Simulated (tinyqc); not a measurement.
CCSD on RHF in the sto-3g basis, for H2O, spin multiplicity 1, step by step. One step of it, computed by the program tinyqc.

Question. CCSD: starting amplitudes. t_ij^ab = <ij||ab> / (e_i + e_j - e_a - e_b), whose energy is MP2.

orbital energies (hartree): MO1 -20.258904, MO2 -1.244977, MO3 -0.573329, MO4 -0.460758, MO5 -0.392907, MO6 0.549424, MO7 0.654685

Two-electron integrals over orbitals (pq|rs), unique and non-zero (hartree):
```
(11|11) 4.745676    (21|11) -0.420862   (21|21) 0.059207    (22|11) 1.009241
(22|21) -0.013759   (22|22) 0.726194    (31|11) 0.015922    (31|21) -0.001908
(31|22) 0.001650    (31|31) 0.011197    (32|11) -0.008358   (32|21) 0.000921
(32|22) 0.005317    (32|31) 0.017554    (32|32) 0.137883    (33|11) 0.790013
(33|21) -0.004642   (33|22) 0.635392    (33|31) -0.000501   (33|32) -0.001760
(33|33) 0.618728    (41|11) 0.182559    (41|21) -0.023089   (41|22) 0.014840
(41|31) 0.001232    (41|32) 0.000087    (41|33) 0.006261    (41|41) 0.026234
(42|11) -0.143450   (42|21) 0.008980    (42|22) -0.008439   (42|31) -0.000011
(42|32) 0.001324    (42|33) 0.004547    (42|41) 0.017651    (42|42) 0.126518
(43|11) 0.016622    (43|21) -0.000658   (43|22) 0.005943    (43|31) -0.003408
(43|32) 0.022040    (43|33) 0.004137    (43|41) -0.000896   (43|42) -0.008059
(43|43) 0.052121    (44|11) 0.960890    (44|21) -0.012443   (44|22) 0.664481
(44|31) -0.000030   (44|32) -0.007582   (44|33) 0.584742    (44|41) -0.009702
(44|42) -0.098800   (44|43) 0.007329    (44|44) 0.736872    (51|51) 0.026003
(52|51) 0.032706    (52|52) 0.146429    (53|51) -0.001189   (53|52) -0.004106
(53|53) 0.028201    (54|51) -0.013275   (54|52) -0.047478   (54|53) 0.002373
(54|54) 0.053051    (55|11) 1.115347    (55|21) -0.011850   (55|22) 0.749316
(55|31) 0.000445    (55|32) -0.004215   (55|33) 0.620410    (55|41) 0.005124
(55|42) -0.077177   (55|43) 0.009388    (55|44) 0.707223    (55|55) 0.880159
(61|11) 0.208899    (61|21) -0.031706   (61|22) 0.000612    (61|31) 0.003586
(61|32) 0.003628    (61|33) -0.000870   (61|41) -0.001211   (61|42) -0.020665
(61|43) 0.000290    (61|44) 0.017654    (61|55) 0.005535    (61|61) 0.028491
(62|11) -0.280406   (62|21) 0.005928    (62|22) -0.135261   (62|31) 0.002139
(62|32) 0.011329    (62|33) -0.073671   (62|41) -0.018425   (62|42) -0.025063
(62|43) -0.007154   (62|44) -0.069369   (62|55) -0.146252   (62|61) 0.009842
(62|62) 0.097571    (63|11) 0.074365    (63|21) -0.001539   (63|22) 0.032901
(63|31) -0.003245   (63|32) 0.031521    (63|33) 0.021269    (63|41) 0.000357
(63|42) -0.015902   (63|43) 0.031857    (63|44) 0.025263    (63|55) 0.040848
(63|61) 0.000235    (63|62) -0.020634   (63|63) 0.071196    (64|11) -0.246232
(64|21) 0.003071    (64|22) -0.108815   (64|31) -0.001914   (64|32) -0.015141
(64|33) -0.047425   (64|41) -0.000596   (64|42) 0.047599    (64|43) -0.009029
(64|44) -0.128107   (64|55) -0.133790   (64|61) -0.002562   (64|62) 0.056021
(64|63) -0.030970   (64|64) 0.088493    (65|51) -0.013811   (65|52) -0.052982
(65|53) 0.006065    (65|54) -0.002106   (65|65) 0.035972    (66|11) 0.807563
(66|21) -0.007387   (66|22) 0.609879    (66|31) -0.002399   (66|32) -0.034900
(66|33) 0.566278    (66|41) 0.019020    (66|42) 0.049812    (66|43) -0.022545
(66|44) 0.555811    (66|55) 0.590686    (66|61) -0.009406   (66|62) -0.094713
(66|63) -0.014154   (66|64) -0.041853   (66|66) 0.612749    (71|11) 0.052038
(71|21) -0.008126   (71|22) -0.000557   (71|31) -0.014303   (71|32) -0.021780
(71|33) 0.001062    (71|41) 0.000673    (71|42) -0.003680   (71|43) 0.004789
(71|44) 0.003679    (71|55) 0.001343    (71|61) 0.002476    (71|62) -0.002007
(71|63) 0.003997    (71|64) 0.001910    (71|66) 0.002567    (71|71) 0.020409
(72|11) -0.072657   (72|21) 0.001402    (72|22) -0.034507   (72|31) -0.014090
(72|32) -0.043702   (72|33) -0.013452   (72|41) -0.003442   (72|42) -0.000307
(72|43) 0.033724    (72|44) -0.022324   (72|55) -0.037205   (72|61) -0.002080
(72|62) 0.009132    (72|63) 0.028775    (72|64) 0.016428    (72|66) -0.025566
(72|71) 0.017541    (72|72) 0.066389    (73|11) -0.355339   (73|21) 0.007095
(73|22) -0.141586   (73|31) -0.000165   (73|32) 0.015624    (73|33) -0.087410
(73|41) 0.000648    (73|42) 0.079449    (73|43) -0.000127   (73|44) -0.144696
(73|55) -0.189438   (73|61) -0.006328   (73|62) 0.067359    (73|63) -0.016406
(73|64) 0.086601    (73|66) -0.048286   (73|71) -0.001457   (73|72) 0.024099
(73|73) 0.154410    (74|11) -0.033895   (74|21) 0.000440    (74|22) -0.011846
(74|31) 0.009135    (74|32) 0.075599    (74|33) -0.008128   (74|41) -0.000694
(74|42) 0.002613    (74|43) 0.004427    (74|44) -0.019971   (74|55) -0.017747
(74|61) 0.002595    (74|62) 0.013712    (74|63) 0.042186    (74|64) -0.004162
(74|66) -0.031955   (74|71) -0.011810   (74|72) -0.012926   (74|73) 0.024274
(74|74) 0.069987    (75|51) -0.003423   (75|52) -0.013239   (75|53) -0.022844
(75|54) 0.001177    (75|65) 0.002861    (75|75) 0.024805    (76|11) -0.003565
(76|21) 0.000328    (76|22) 0.004805    (76|31) 0.007554    (76|32) 0.082424
(76|33) -0.004815   (76|41) 0.003156    (76|42) 0.011370    (76|43) 0.048923
(76|44) -0.011856   (76|55) -0.002640   (76|61) -0.000749   (76|62) -0.007926
(76|63) 0.051463    (76|64) -0.015949   (76|66) -0.034160   (76|71) -0.009852
(76|72) 0.007733    (76|73) 0.022192    (76|74) 0.051736    (76|76) 0.095101
(77|11) 0.843374    (77|21) -0.008687   (77|22) 0.616750    (77|31) 0.004193
(77|32) 0.039682    (77|33) 0.597688    (77|41) 0.004860    (77|42) -0.011558
(77|43) 0.024089    (77|44) 0.586717    (77|55) 0.612826    (77|61) 0.004257
(77|62) -0.063966   (77|63) 0.043230    (77|64) -0.051405   (77|66) 0.546069
(77|71) -0.003934   (77|72) -0.012976   (77|73) -0.077087   (77|74) 0.020163
(77|76) 0.035313    (77|77) 0.622671
```

Give: Starting amplitudes; correlation energy.

Answer.

Starting amplitudes (spin orbitals 1a, 1b, ...; amplitudes related by a flip of all spins are not repeated; the 24 largest):
```
from      to          t
3a 3b  7a 7b     -0.063
4a 4b  6a 6b     -0.044
3a 4b  6b 7a      0.039
3a 3b  6a 6b     -0.032
4a 4b  7a 7b     -0.031
2a 2b  6a 6b     -0.027
2a 3b  6a 7b     -0.022
2a 4b  6a 6b     -0.020
3a 4a  6a 7a      0.020
5a 5b  6a 6b     -0.019
3a 4b  6a 7b     -0.019
2a 2b  7a 7b     -0.017
3a 4b  6a 6b      0.015
2a 3a  6a 7a     -0.013
5a 5b  7a 7b     -0.012
3a 4b  7a 7b     -0.010
2a 3b  6b 7a      0.010
2a 3b  7a 7b     -0.008
2a 3b  6a 6b      0.007
3a 3b  6a 7b      0.007
2a 4b  6b 7a      0.006
2a 4b  6a 7b  -4.71e-03
2a 4b  7a 7b   4.29e-03
2a 2b  6a 7b  -2.47e-03
```

correlation energy = -0.04255 hartree
